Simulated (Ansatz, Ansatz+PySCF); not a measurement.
```
atom   x (Å)   y (Å)    z (Å)
   O  0.0000  0.0000  -1.0666
   C  0.0000  0.0000   0.0000
   O  0.0000  0.0000   1.0666
```

RHF on singlet CO2 was run in several spherical basis sets with Ansatz (development build ahead of 0.2.0). Caution for RHF: no unrestricted run beside it, a lower state can exist.

Question: Rank the basis sets by the total energy that they give, lowest first, with the distance from the lowest.
A. cc-pVTZ
B. def2-SVP
C. def2-TZVP
D. cc-pVDZ
E. 6-31G(d)

Answer: C (0.00 eV), A (0.27 eV), D (1.94 eV), E (2.54 eV), B (6.38 eV).

Totals follow the description of the cores as much as that of the bonds, so this order isn't one of quality for chemistry.
